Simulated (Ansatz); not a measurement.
Geometry optimisation, RKS PBE-D4/def2-SVP (Ansatz 0.2.0).

input.yaml

```yaml
crystal:
  periodic: [false, false, false]
  atoms:
    - { symbol: C, position_ang: [-1.0123, 0.9116, -0.6373] }
    - { symbol: Si, position_ang: [-0.3231, -0.6465, -0.0895] }
    - { symbol: C, position_ang: [1.2939, -0.3924, 0.7052] }
    - { symbol: H, position_ang: [-1.9588, 0.8047, -1.128] }
    - { symbol: H, position_ang: [-0.4117, 1.4512, -1.3926] }
    - { symbol: H, position_ang: [-1.2108, 1.6543, 0.1921] }
    - { symbol: H, position_ang: [-0.1362, -1.5467, -1.2512] }
    - { symbol: H, position_ang: [-1.2035, -1.2879, 0.8618] }
    - { symbol: H, position_ang: [1.35518, -0.74634, 1.73608] }
    - { symbol: H, position_ang: [1.60665, 0.68304, 0.72212] }
    - { symbol: H, position_ang: [2.12699, -0.916, 0.16942] }
basis:
  gaussian: { orbitals: def2-SVP }
hamiltonian:
  xc: pbe
  dispersion: d4
relax:
  f_tol: 0.015
  max_steps: 40
```

Launched with:

```bash
$ ansatz run input.yaml --threads 1 --pin off --max-ram 2048MiB --backend cpu --events-out ev --progress --plain --runs-dir out
```

Problem. Where does it end, and by what steps?

Solution. The forces met the threshold. The force dipped under the threshold on the way, but the program's further checks kept it going. After 11 steps the energy has fallen by 0.368 eV; H10 moved furthest, 0.88 Å.

| step | energy less start (eV) | largest force component (eV/Å) | accepted |
| --- | --- | --- | --- |
| 0 | 0.0000 | 2.638 | yes |
| 1 | -0.2420 | 1.336 | yes |
| 2 | -0.2981 | 0.138 | yes |
| 3 | -0.3095 | 0.061 | yes |
| 4 | -0.3154 | 0.080 | yes |
| 5 | -0.3170 | 0.565 | yes |
| 6 | -0.3566 | 0.042 | yes |
| 7 | -0.3656 | 0.013 | yes |
| 8 | -0.3471 | 0.584 | no |
| 9 | -0.3671 | 0.134 | yes |
| 10 | -0.3682 | 0.029 | yes |
| 11 | -0.3683 | 0.002 | yes |

```xyz
11
Properties=species:S:1:pos:R:3
C -1.001 0.949 -0.797
Si -0.362 -0.637 0.013
C 1.360 -0.385 0.756
H -2.008 0.798 -1.236
H -0.321 1.280 -1.609
H -1.072 1.771 -0.055
H -0.312 -1.743 -1.013
H -1.320 -1.070 1.096
H 1.725 -1.313 1.241
H 1.347 0.418 1.521
H 2.091 -0.100 -0.028
```

Whether the end is a true minimum wasn't checked by a vibrational analysis.

The run took 29 s on 1 thread of Arm Neoverse V1 (shared host), peak memory 0.11 GiB.
